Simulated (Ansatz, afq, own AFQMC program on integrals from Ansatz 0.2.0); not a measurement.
# GeH₂O, singlet: AFQMC among the cluster methods

```xyz
4

Ge    0.0000    0.0942    0.3125
O     0.0000   -0.4314   -1.3992
H     0.0000    1.4499    1.1606
H     0.0000   -1.3899   -1.4734
```

Connectivity, by distances: GeH–OH.

Basis cc-pVTZ. Noble-gas cores (and the filled d shells of Ga–Kr and In–Xe) are frozen. AFQMC by an in-house program on the Cholesky factors that Ansatz 0.2.0 writes for its CCSD(T) run. ph-AFQMC/CISD is guided by a CISD state made of CCSD amplitudes; releasing the constraint for a short imaginary time cuts its bias at the price of noise, slowly where states lie close. Free AFQMC starts from the CCSD state and is never constrained. Its projection time is finite, and what remains of the start isn't in its error. Error bars are statistical, one sigma. No spin–orbit coupling.

Determinant: RHF, the one that the program's search chose, which needn't be the lowest solution. The geometry is a point of a scan.

No full CI on the walks' own integrals is used here; CCSDT(Q) serves as the reference and is uncertain by about the last step of the cluster series.

Cautions: no relativity below Rb; no spin-orbit coupling; inner d shell frozen; higher spins were not checked; restricted determinant unstable towards unrestricted (UHF 212 meV lower, ⟨S²⟩ 0.57).

* T1 diagnostic: 0.0185
* weight of the determinant in the CISD state: 0.864
* size of the correlated space: 12 electrons in 86 orbitals

```tsv
level	correlation energy (eV)
MP2	-9.4971
CCSD	-9.9686
CCSD(T)	-10.3537
```

Problem. Estimate where AFQMC with the constraint released lies against CCSD(T) on the same integrals.

Solution. 52.0 ± 9.0 meV below CCSD(T).

Reference: CCSDT(Q), correlation energy -10.395 eV. The released energy is read at 2.40 1/Eh (meV from the phaseless value at times in 1/Eh: -4 ± 5 at 0.24, -8 ± 4 at 0.51, -9 ± 3 at 0.99, -5 ± 6 at 1.62, -16 ± 9 at 2.40).

| level | E − E(reference) (meV) | share of correlation (%) |
| --- | --- | --- |
| CCSD(T) | 41.2 | 99.60 |
| CCSDT | 25.8 | 99.75 |
| ph-AFQMC/HF | -152.7 ± 27.6 | 101.47 |
| ph-AFQMC/CISD | 5.3 ± 5.6 | 99.95 |
| released AFQMC | -10.8 ± 9.0 | 100.10 |
| free AFQMC | 13.5 ± 11.4 | 99.87 |

Free projections are given only where their last times agree within the noise and don't stop above the reference; a slow remainder of the start can still hide under it. A walk keeps the symmetry of its determinant, which the program's search chose and which needn't be the lowest solution, so a lower state of the same spin and another symmetry isn't excluded. Released energies are given only where the last usable release times agree within the noise; a slower fall can still hide under it.
